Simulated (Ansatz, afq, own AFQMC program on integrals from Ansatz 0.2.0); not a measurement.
Integrals from Ansatz 0.2.0, then the random walk in our own AFQMC program (afq).

```yaml
crystal:
  periodic: [false, false, false]
  atoms:
    - {symbol: Br, position_ang: [0.000000, 0.000000, 0.000000]}
basis:
  gaussian: {orbitals: def2-SVP}
magnetization: {spin_polarized: true, initial_magnetization: 1}
correlation: {method: ccsd_t, electrons: outside_noble_gas, hamiltonian_folder: ham}
```

```sh
$ ansatz run in.yaml --threads 1 --pin off --events-out ev --progress --plain --max-ram 24576MiB --backend cuda --devices 0, --max-vram 18GiB
```

Options of the walk:

```
--method free --trial cisd --walkers 4000 --time-step 0.03 --max-blocks 4000 --target-error 0.00019 --factor-cut 1e-05 --seed 2289 --times 0,0.3,0.6,1.2,1.8,2.4,3.6,4.8,6 --taylor-order 8
```

Times are imaginary, in 1/Eh. The walk had a cap of 61 s. Filled inner d shells are frozen with the cores.

afq prints:

```
orbitals 18  electrons 4 3  factors 118 of 223
reference energy -2572.08220192 Eh
CCSD correlation -0.11228326 Eh in 7 cycles, weight of the determinant in the CISD state 0.9495
repeat  energy at the last time / Eh  error
    10  -2572.196269  0.000033
    20  -2572.196231  0.000022
    30  -2572.196213  0.000023
time / (1/Eh)  energy / Eh  error  mean overlap
  0.00  -2572.194488  0.000007  1.0533
  0.30  -2572.195621  0.000011  1.0528
  0.60  -2572.195967  0.000013  1.0514
  1.20  -2572.196124  0.000011  1.0510
  1.80  -2572.196150  0.000014  1.0504
  2.40  -2572.196152  0.000015  1.0506
  3.60  -2572.196153  0.000015  1.0534
  4.80  -2572.196150  0.000021  1.0518
  6.00  -2572.196221  0.000024  1.0488
energy -2572.196221 +/- 0.000024 Eh
```

The run passed its tests (error under three times the target), which doesn't prove that it has relaxed.

Against this walk (error 0.7 meV) on the same determinant: CCSD(T) 11.1 meV higher, CCSDT(Q) 2.3 meV higher, CCSDTQ 1.9 meV higher, full CI 1.8 meV higher. The error is statistical, and a free projection of finite length keeps a remainder of its start.

Cautions: remainder of the start not in the error; no relativity below Rb; no spin-orbit coupling; inner d shell frozen.

The walk took 27 s on 1 × NVIDIA H100 80GB HBM3 with 2 threads of AMD EPYC 7R13 Processor (Zen 3), with other jobs on the host (the card was shared). The log's last line is the free-projection energy.

CCSDT and higher add their correlation energy to the determinant of the CCSD(T) run, since their own runs factorise the integrals more tightly (a shift of under 2 meV). A walk keeps the symmetry of its determinant, which the program's search chose and which needn't be the lowest solution, so a lower state of the same spin and another symmetry isn't excluded.
